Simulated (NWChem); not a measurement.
**One shape, several levels: C2H6S2 (dimethyl disulfide)**

We compute a comparison of 3 runs (MP2/cc-pVDZ, CCSD/cc-pVDZ, CCSD(T)/cc-pVDZ) of C2H6S2 (dimethyl disulfide). 

The results are computed with NWChem 7.3.0.

### Step 1. The system as given

C2H6S2 has 10 atoms, charge 0, and is taken as a singlet. As SMILES, `CSSC`. The shape is that of a PBE0-D4/def2-TZVP optimisation. This is one conformer, not always the lowest.

Bond lengths: C1–S2 1.805 Å, S2–S3 2.027 Å, S3–C4 1.805 Å, C1–H5 1.090 Å, C1–H6 1.089 Å, C1–H7 1.093 Å, C4–H8 1.093 Å, C4–H9 1.090 Å, C4–H10 1.089 Å. Some angles: C1–S2–S3 103.4°, S2–S3–C4 103.4°, S2–C1–H5 111.3°, S2–C1–H6 110.5°, S2–C1–H7 106.2°, S3–C4–H8 106.2°, S3–C4–H9 111.3°, S3–C4–H10 110.6°, H5–C1–H6 110.3°, H5–C1–H7 109.0°.

### Step 2. Energy and forces at MP2/cc-pVDZ (run 1)

run.py reads:

```python
from ase import Atoms
from ase.calculators.nwchem import NWChem

molecule = Atoms(['C', 'S', 'S', 'C', 'H', 'H', 'H', 'H', 'H', 'H'], positions=[
    [-1.051300, 1.501800, -0.317200],
    [0.740400, 1.356700, -0.153900],
    [0.967800, -0.119700, 1.216900],
    [0.915200, -1.624600, 0.221900],
    [-1.485400, 0.595200, -0.738400],
    [-1.506100, 1.726500, 0.646700],
    [-1.228700, 2.332500, -1.004300],
    [1.095800, -2.452600, 0.911400],
    [-0.061400, -1.758100, -0.243200],
    [1.696600, -1.608900, -0.536800],
])

calc = NWChem(
    label='c2h6s2',
    theory='mp2',
    memory='2200 mb',
    basis='cc-pVDZ',
    basispar='spherical bse',
    scf={'nopen': '0', 'rhf': None, 'thresh': '1e-08', 'maxiter': '80'},
    mp2={'freeze': 'core 12', 'tight': None},
)
molecule.calc = calc

forces = molecule.get_forces()
e = molecule.get_potential_energy()
print(f"E = {e:.6f} eV")
print("forces (eV/A):")
for s, f in zip(molecule.symbols, forces):
    print(f"{s:2s} {f[0]:10.5f} {f[1]:10.5f} {f[2]:10.5f}")
```

The run is started by

```
$ export ASE_NWCHEM_COMMAND="nwchem PREFIX.nwi > PREFIX.nwo"
$ python run.py
```

Output:

```text
E = -23805.848157 eV
forces (eV/A):
C     0.02777   -0.05446    0.04561
S     0.38885    0.60873   -0.64015
S     0.06109   -0.27552    0.92416
C    -0.01316    0.06531   -0.03749
H    -0.19031   -0.32818   -0.14383
H    -0.19458    0.07137    0.34581
H    -0.06340    0.27624   -0.23094
H     0.05903   -0.28020    0.22826
H    -0.34720   -0.06896   -0.19463
H     0.27192   -0.01435   -0.29671
```

The calculator wrote c2h6s2.nwi:

```
title "c2h6s2"

permanent_dir c2h6s2

scratch_dir c2h6s2

start c2h6s2

geometry units angstrom nocenter noautosym noautoz
  C  -1.0512999999999999e+00 1.5018000000000000e+00 -3.1719999999999998e-01
  S  7.4039999999999995e-01 1.3567000000000000e+00 -1.5390000000000001e-01
  S  9.6779999999999999e-01 -1.1970000000000000e-01 1.2169000000000001e+00
  C  9.1520000000000001e-01 -1.6246000000000000e+00 2.2189999999999999e-01
  H  -1.4854000000000001e+00 5.9519999999999995e-01 -7.3839999999999995e-01
  H  -1.5061000000000000e+00 1.7264999999999999e+00 6.4670000000000005e-01
  H  -1.2286999999999999e+00 2.3325000000000000e+00 -1.0043000000000000e+00
  H  1.0958000000000001e+00 -2.4525999999999999e+00 9.1139999999999999e-01
  H  -6.1400000000000003e-02 -1.7581000000000000e+00 -2.4320000000000000e-01
  H  1.6966000000000001e+00 -1.6089000000000000e+00 -5.3680000000000005e-01
end

memory 2200 mb

basis spherical bse noprint
   * library cc-pVDZ
end

scf
  nopen 0
  rhf
  thresh 1e-08
  maxiter 80
end
mp2
  freeze core 12
  tight
end

task mp2 gradient
```

c2h6s2.nwo, cut to the lines that bear on the results:

```text
[...]
         Total SCF energy =   -874.292294919104
[...]
                         mp2 ENERGY GRADIENTS
    atom               coordinates                        gradient
                 x          y          z           x          y          z
   1 C      -1.986669   2.837990  -0.599421   -0.000540   0.001059  -0.000887
   2 S       1.399153   2.563791  -0.290829   -0.007562  -0.011838   0.012449
   3 S       1.828877  -0.226200   2.299608   -0.001188   0.005358  -0.017972
[... 6 lines of this table left out ...]
  10 H       3.206109  -3.040380  -1.014405   -0.005288   0.000279   0.005770
[...]
```

Run time: 2 min. Hardware: 1 thread of Intel Xeon Platinum 8375C at 2.90GHz (Ice Lake), shared host; peak memory 0.3 GiB.

### Step 3. A single-point energy at CCSD/cc-pVDZ (run 2)

m1.nw reads:

```
start m1
memory stack 880 mb heap 220 mb global 1100 mb
charge 0

geometry noautosym nocenter noautoz
  C       -1.051300       1.501800      -0.317200
  S        0.740400       1.356700      -0.153900
  S        0.967800      -0.119700       1.216900
  C        0.915200      -1.624600       0.221900
  H       -1.485400       0.595200      -0.738400
  H       -1.506100       1.726500       0.646700
  H       -1.228700       2.332500      -1.004300
  H        1.095800      -2.452600       0.911400
  H       -0.061400      -1.758100      -0.243200
  H        1.696600      -1.608900      -0.536800
end

basis spherical bse
  * library cc-pVDZ
end

scf
  thresh 1e-08
  maxiter 80
end

ccsd
  freeze core 12
  maxiter 60
end

task ccsd energy
```

The run is started by

```
$ nwchem m1.nw > m1.out
```

Output:

```text
[...]
  functions       =    94
[...]
  wavefunction    = RHF
[...]
         Total SCF energy =   -874.292294919076
      One-electron energy =  -1649.778009369558
      Two-electron energy =    552.277133413192
 Nuclear repulsion energy =    223.208581037290
        Time for solution =     46.5s
[...]
 Total MP2 energy:           -874.848790696106221
[...]
             energy      energy      error      ampl     ampl      Block
                                                time     time      time
[...]
 Total CCSD energy:           -874.905233826270205
[...]
```

Wall time 3.9 min (1 thread of Intel Xeon Platinum 8375C at 2.90GHz (Ice Lake), shared host); peak memory 0.23 GiB.

### Step 4. A single-point energy at CCSD(T)/cc-pVDZ (run 3)

nw.nw reads:

```
start nw
memory stack 880 mb heap 220 mb global 1100 mb
charge 0

geometry noautosym nocenter noautoz
C       -1.051300       1.501800      -0.317200
S        0.740400       1.356700      -0.153900
S        0.967800      -0.119700       1.216900
C        0.915200      -1.624600       0.221900
H       -1.485400       0.595200      -0.738400
H       -1.506100       1.726500       0.646700
H       -1.228700       2.332500      -1.004300
H        1.095800      -2.452600       0.911400
H       -0.061400      -1.758100      -0.243200
H        1.696600      -1.608900      -0.536800
end

basis spherical bse
C library cc-pVDZ
S library cc-pVDZ
H library cc-pVDZ
end

scf
nopen 0
rhf
thresh 1e-08
maxiter 80
end

ccsd
freeze core 12
maxiter 60
end

task ccsd(t) energy
```

The run is started by

```
$ nwchem nw.nw > nw.out
```

Output:

```text
[...]
  functions       =    94
[...]
  wavefunction    = RHF
[...]
         Total SCF energy =   -874.292294919076
      One-electron energy =  -1649.778009369558
      Two-electron energy =    552.277133413192
 Nuclear repulsion energy =    223.208581037290
        Time for solution =     47.4s
[...]
 Total MP2 energy:           -874.848790696106221
[...]
             energy      energy      error      ampl     ampl      Block
                                                time     time      time
[...]
 Total CCSD energy:           -874.905233826270205
[...]
 Total CCSD+T(CCSD) energy:           -874.924286123760908
[...]
 Total CCSD(T) energy:                -874.923815141872637
[...]
```

Run time: 4.7 min. Hardware: 1 thread of Intel Xeon Platinum 8375C at 2.90GHz (Ice Lake), shared host; peak memory 0.29 GiB.

### Step 5. Overview of the runs

```tsv
run	level	task	module	energy (Eh)	HOMO energy (eV)	LUMO energy (eV)	HOMO–LUMO gap (eV)	wall time
1	MP2/cc-pVDZ	gradient	mp2	-874.848791	-9.42	4.08	13.50	2 min
2	CCSD/cc-pVDZ	energy	ccsd	-874.905234	-9.42	4.08	13.50	3.9 min
3	CCSD(T)/cc-pVDZ	energy	ccsd(t)	-874.923815	-9.42	4.08	13.50	4.7 min
```

### Step 6. Results

```
                                           quantity          value
                                run 3: total energy  -874.92382 Eh
         run 3: HOMO energy (Hartree–Fock orbitals)       -9.42 eV
         run 3: LUMO energy (Hartree–Fock orbitals)        4.08 eV
       run 3: HOMO–LUMO gap (Hartree–Fock orbitals)       13.50 eV
run 3: correlation energy (12 core orbitals frozen)     -631.5 mEh
                              run 3: (T) correction     -18.58 mEh
```

All runs together took 11 min, the longest 4.7 min.
